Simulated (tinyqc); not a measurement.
UKS/exchange-only LDA in the sto-6g basis, for BH2, spin multiplicity 2, step by step. One step of it, computed by the program tinyqc.

Question. Iteration 9 (converged): orbitals. Diagonalise F' = X^T F X, C = X C', fill 4 alpha and 3 beta electrons from the bottom; D(s) = C_occ C_occ^T. Each column has its largest component positive (the first on a tie).

converged F(alpha) (hartree), lower triangle:
```
            1B 1s      1B 2s    1B 2px     1B 2py     1B 2pz      2H 1s      3H 1s
1B 1s   -6.203056
1B 2s   -1.827685  -0.745803
1B 2px   0.000000   0.000000  0.024866
1B 2py  -0.000209  -0.003694  0.000000  -0.017376
1B 2pz   0.000616  -0.005573  0.000000  -0.001842   0.007045
2H 1s   -0.300716  -0.269984  0.000000  -0.158230  -0.071294  -0.116777
3H 1s   -0.269528  -0.250541  0.000000   0.150338  -0.068056  -0.043290  -0.103202
```

converged F(beta) (hartree), lower triangle:
```
            1B 1s      1B 2s    1B 2px     1B 2py     1B 2pz      2H 1s      3H 1s
1B 1s   -6.181186
1B 2s   -1.812077  -0.666144
1B 2px   0.000000   0.000000  0.088859
1B 2py  -0.000282  -0.004184  0.000000   0.034340
1B 2pz  -0.008718  -0.068819  0.000000  -0.001611   0.130279
2H 1s   -0.298719  -0.258353  0.000000  -0.152075  -0.074746  -0.112462
3H 1s   -0.267726  -0.239846  0.000000   0.144505  -0.071169  -0.042043  -0.099688
```

X:
```
                1          2          3         4          5          6         7
1B 1s   -0.359351   0.131150   0.749428  0.000000  -0.563210  -0.025391  0.244172
1B 2s    1.001773  -0.320749  -0.267599  0.000000  -0.233814  -0.044379  0.496628
1B 2px   0.000000   0.000000   0.000000  1.000000   0.000000   0.000000  0.000000
1B 2py   0.341222   0.967171  -0.004305  0.000000   0.001917   0.587713  0.047134
1B 2pz   0.379025  -0.119311   0.631093  0.000000   0.698201  -0.015877  0.180557
2H 1s   -0.917695  -0.501922  -0.222385  0.000000   0.173730   0.365090  0.393751
3H 1s   -0.408128   0.923639  -0.234161  0.000000   0.181366  -0.430873  0.325732
```

Give: F' = X^T F X; orbital energies; coefficients C; F' = X^T F X; orbital energies; coefficients C; D(alpha) after iteration 9; D(beta) after iteration 9.

Answer.

F' = X^T F X (alpha) (hartree), lower triangle:
```
        1       2       3      4       5       6       7
1   0.162
2   0.097   0.344
3   0.613  -0.248  -2.643
4   0.000   0.000   0.000  0.025
5  -0.468   0.197   2.488  0.000  -2.372
6  -0.013   0.050   0.152  0.000  -0.149  -0.182
7   0.276  -0.115  -1.612  0.000   1.585   0.103  -1.345
```

orbital energies (alpha) (hartree): MO1 -6.210, MO2 -0.291, MO3 -0.175, MO4 -0.027, MO5 0.025, MO6 0.277, MO7 0.389

coefficients C (alpha):
```
           MO1     MO2     MO3     MO4    MO5     MO6     MO7
1B 1s    0.990  -0.240   0.011   0.116  0.000  -0.184  -0.024
1B 2s    0.039   0.716  -0.040  -0.470  0.000   0.854   0.127
1B 2px   0.000   0.000   0.000   0.000  1.000   0.000   0.000
1B 2py   0.000   0.020   0.513   0.000  0.000  -0.117   1.060
1B 2pz   0.002   0.058   0.003   0.836  0.000   0.607   0.076
2H 1s   -0.008   0.326   0.439   0.237  0.000  -0.655  -0.823
3H 1s   -0.008   0.286  -0.467   0.248  0.000  -0.808   0.620
```

F' = X^T F X (beta) (hartree), lower triangle:
```
        1       2       3      4       5       6       7
1   0.189
2   0.101   0.381
3   0.596  -0.242  -2.566
4   0.000   0.000   0.000  0.089
5  -0.481   0.201   2.559  0.000  -2.273
6  -0.005   0.078   0.153  0.000  -0.147  -0.157
7   0.298  -0.119  -1.625  0.000   1.561   0.103  -1.319
```

orbital energies (beta) (hartree): MO1 -6.187, MO2 -0.257, MO3 -0.156, MO4 0.089, MO5 0.122, MO6 0.300, MO7 0.433

coefficients C (beta):
```
           MO1     MO2     MO3    MO4     MO5     MO6     MO7
1B 1s    0.990  -0.215  -0.010  0.000   0.166  -0.174  -0.021
1B 2s    0.037   0.619   0.036  0.000  -0.653   0.810   0.109
1B 2px   0.000   0.000   0.000  1.000   0.000   0.000   0.000
1B 2py   0.000   0.023  -0.461  0.000   0.009  -0.099   1.085
1B 2pz   0.004   0.162   0.009  0.000   0.753   0.691   0.068
2H 1s   -0.008   0.380  -0.466  0.000   0.263  -0.642  -0.787
3H 1s   -0.008   0.331   0.508  0.000   0.273  -0.761   0.615
```

D(alpha) after iteration 9, lower triangle:
```
         1B 1s   1B 2s  1B 2px  1B 2py  1B 2pz   2H 1s  3H 1s
1B 1s    1.051
1B 2s   -0.188   0.736
1B 2px   0.000   0.000   0.000
1B 2py   0.001  -0.006   0.000   0.263
1B 2pz   0.086  -0.351   0.000   0.002   0.703
2H 1s   -0.054   0.104   0.000   0.232   0.218   0.355
3H 1s   -0.053   0.107   0.000  -0.234   0.223  -0.053  0.362
```

D(beta) after iteration 9, lower triangle:
```
         1B 1s   1B 2s  1B 2px  1B 2py  1B 2pz   2H 1s  3H 1s
1B 1s    1.027
1B 2s   -0.097   0.386
1B 2px   0.000   0.000   0.000
1B 2py   0.000  -0.003   0.000   0.213
1B 2pz  -0.031   0.101   0.000   0.000   0.026
2H 1s   -0.085   0.218   0.000   0.223   0.057   0.361
3H 1s   -0.084   0.223   0.000  -0.227   0.058  -0.111  0.368
```
